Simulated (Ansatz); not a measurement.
**AlH (triplet): wave-function methods side by side, def2-TZVPP**

An exercise on one series of results from a longer session: the logs are not shown, and one member is left open.

Method: def2-TZVPP, core rule «outside noble gas», up to 5 orbitals frozen; program: Ansatz 0.2.0, Gaussian basis.

Plan: UHF; ROHF; CCSD(T) on UHF.

2 further runs of the same task are left out: 2 set aside as unsound or not needed.

### The system

The geometry is a PBE0/def2-TZVP stationary point (not a proven minimum) of the parent state, kept for this charge and spin.

2 atoms, charge 0, spin multiplicity 3.

Atoms are counted from 1 here; the program's logs count them from 0.

Bond lengths: Al1–H2 1.665 Å.

Coordinates:

```
Al    0.00000    0.00000    0.00000
H     0.00000    0.00000    1.66489
```

Set-up of the first run:

in.yaml reads:

```yaml
crystal:
  periodic: [false, false, false]
  atoms:
    - {symbol: Al, position_ang: [0.000000, 0.000000, 0.000000]}
    - {symbol: H, position_ang: [0.000000, 0.000000, 1.664886]}
basis:
  gaussian: {orbitals: def2-TZVPP}
magnetization: {spin_polarized: true, initial_magnetization: 2}
hamiltonian: {xc: hf}
output: {orbitals: {seedname: orbitals}}
```

Run with:

```
$ ansatz run in.yaml --threads 1 --pin off --events-out ev --progress --plain --max-ram 4096MiB --backend cpu
```

Steps of the session up to this table: UHF; ROHF; CCSD(T) on UHF.

One table of the session follows, with a row left open; its other results are not shown here.

```
  method  from UCCSD(T) (meV)
    ROHF                    ?
     UHF              +1578.5
    UMP2               +441.1
   UCCSD                +40.8
UCCSD(T)                    0
```

Q: Estimate the row for ROHF from the others.

The run gave: from UCCSD(T) (meV): +1631.3. In the column «from UCCSD(T) (meV)» it is the highest.
